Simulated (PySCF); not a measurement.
# N2H3 (hydrazinyl radical) at UCCSD(T)/def2-TZVP

What is the energy change on altering one bond length of N2H3 (hydrazinyl radical) at UCCSD(T)/def2-TZVP? Input form: a Python script.

The calculation is run with PySCF 2.14.0.

1 further run of the same task is left out (set aside as unsound or not needed).

### Step 1. The structure to begin with

N2H3 has 5 atoms, charge 0, and is taken as a doublet. As SMILES, `[NH]N`. Geometry: relaxed at PBE0-D4/def2-TZVP. This is one conformer, not always the lowest.

Bond lengths: N1–N2 1.338 Å, N1–H3 1.021 Å, N2–H4 1.008 Å, N2–H5 1.012 Å. Angles: N1–N2–H4 113.9°, N1–N2–H5 120.9°, N2–N1–H3 106.1°, H4–N2–H5 114.6°.

### Step 2. The energy at UCCSD(T)/def2-TZVP

Input file calc.py:

```python
from pyscf import gto, cc

mol = gto.Mole()
mol.atom = '''
N   -0.187600  -0.818050   0.454040
N   -0.128660   0.235610  -0.368450
H    0.759840  -0.951450   0.811270
H   -1.030950   0.592300  -0.640030
H    0.587360   0.941580  -0.256830
'''
mol.verbose = 3
mol.basis = 'def2-tzvp'
mol.max_memory = 1860
mol.spin = 1
mol.build()

calc0 = mol.UHF()
calc0.conv_tol = 1e-10
calc0.kernel()
if not calc0.converged:
    calc0 = calc0.newton().run(calc0.mo_coeff, calc0.mo_occ)

mycc = cc.CCSD(calc0, frozen=2)
mycc.kernel()
e_t = mycc.ccsd_t()
etot = mycc.e_tot + e_t
print('E = %.10f Eh' % etot)
```

Command:

```
$ OMP_NUM_THREADS=1 python calc.py
```

What it wrote:

```text
converged SCF energy = -110.623727629878  <S^2> = 0.76568639  2S+1 = 2.0156253
E(UCCSD) = -111.0356404660934  E_corr = -0.4119128362151624
UCCSD(T) correction = -0.0150022165180433
E = -111.0506426826 Eh
```

Wall time 56 s (1 thread of Arm Neoverse V2, shared host); peak memory 1.7 GiB.

### Step 3. The distorted shape at the same level

Input file job.py:

```python
from pyscf import gto, cc

molecule = gto.Mole()
molecule.atom = '''
N     -0.387931    -2.143288     1.324341
N     -0.243132     0.445238    -0.696270
H      1.402472    -2.395377     1.999408
H     -1.948213     1.119285    -1.209481
H      1.109950     1.779328    -0.485338
'''
molecule.verbose = 3
molecule.spin = 1
molecule.charge = 0
molecule.basis = 'def2-tzvp'
molecule.unit = 'bohr'
molecule.max_memory = 1860
molecule.build()

calc0 = molecule.UHF()
calc0.conv_tol = 1e-10
calc0.kernel()
if not calc0.converged:
    calc0 = calc0.newton().run(calc0.mo_coeff, calc0.mo_occ)

mycc = cc.CCSD(calc0, frozen=2)
mycc.kernel()
e_t = mycc.ccsd_t()
etot = mycc.e_tot + e_t
print('E = %.10f Eh' % etot)
```

Command:

```
$ OMP_NUM_THREADS=1 python job.py
```

What it wrote:

```text
converged SCF energy = -110.556530076217  <S^2> = 0.91933433  2S+1 = 2.1627153
E(UCCSD) = -110.972700469886  E_corr = -0.4161703936692258
UCCSD(T) correction = -0.018247309242238
E = -110.9909477791 Eh
```

It took 61 s on 1 thread of Arm Neoverse V2, shared host; peak memory 1.7 GiB.

### Step 4. Summary of results

At UCCSD(T)/def2-TZVP, 2 core orbitals frozen:

```
                                                                   quantity          value
                                                  first shape: total energy  -111.05064 Eh
                          first shape: dipole moment (Hartree–Fock density)         2.45 D
    first shape: HOMO energy (Hartree–Fock orbitals) (highest over α and β)       -9.72 eV
     first shape: LUMO energy (Hartree–Fock orbitals) (lowest over α and β)        3.50 eV
                   first shape: correlation energy (2 core orbitals frozen)     -426.9 mEh
                                                first shape: (T) correction     -15.00 mEh
                             first shape: ⟨S²⟩ of the reference determinant          0.766
                                                 first shape: T1 diagnostic          0.021
                                              distorted shape: total energy  -110.99095 Eh
                      distorted shape: dipole moment (Hartree–Fock density)         1.91 D
distorted shape: HOMO energy (Hartree–Fock orbitals) (highest over α and β)      -10.65 eV
 distorted shape: LUMO energy (Hartree–Fock orbitals) (lowest over α and β)        3.37 eV
               distorted shape: correlation energy (2 core orbitals frozen)     -434.4 mEh
                                            distorted shape: (T) correction     -18.25 mEh
                         distorted shape: ⟨S²⟩ of the reference determinant          0.919
                                             distorted shape: T1 diagnostic          0.051
          energy change with the N1–N2 bond stretched from 1.338 to 1.739 Å       1.624 eV
```

**Reading.** With the N1–N2 bond stretched from 1.338 to 1.739 Å the energy rises by 1.62 eV (37 kcal/mol). The first shape isn't relaxed at this level, so the change isn't measured from a minimum. Mulliken charges (first shape) of the mean-field density run from -0.40 on N2 to +0.25 on H4. The triples (first shape) make up 3.5 % of the correlation energy. ⟨S²⟩ (distorted shape) is 0.92 where a pure doublet has 0.75: the reference is spin-contaminated. The T1 diagnostic (distorted shape) of 0.051 is above the customary mark for such species, so a single reference may not serve. Mulliken charges (distorted shape) of the mean-field density run from -0.56 on N2 to +0.26 on H4; they depend strongly on the basis.
